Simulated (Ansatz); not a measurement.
**Setting up doublet [CF2]− in Ansatz**

The species is [CF2]− (3 atoms), meant as a doublet with charge -1. SMILES of the parent species: `F[C]F`. The shape was relaxed beforehand at PBE0/def2-SVP.

```xyz
3

F     0.3206    1.0521    0.2929
C     0.4430   -0.3690    0.2029
F    -0.7636   -0.6830   -0.4958
```

Settings wanted:

```
basis set              : def2-TZVPP
core potential         : none
integral approximation : automatic
task                   : energy
method                 : HF
dispersion             : none
reference              : UHF
accuracy               : medium
```

Question: Give an Ansatz 0.2.0 job that does this.

Answer: One that was run (others would do as well):

molecule.yaml:
```yaml
crystal:
  periodic: [false, false, false]
  atoms:
    - {symbol: F, position_ang: [0.320607, 1.052061, 0.292892]}
    - {symbol: C, position_ang: [0.442973, -0.369033, 0.202926]}
    - {symbol: F, position_ang: [-0.763570, -0.683028, -0.495819]}
basis:
  gaussian:
    orbitals: def2-TZVPP
total_charge: -1
magnetization:
  spin_polarized: true
  initial_magnetization: 1
hamiltonian:
  xc: hf
```

```bash
$ ansatz run molecule.yaml --threads 1 --pin off --max-ram 3480MiB --events-out events.jsonl --progress --plain --runs-dir runs
```

Calculated total energy: -236.75002 Eh. Without diffuse functions such a state is poorly described.
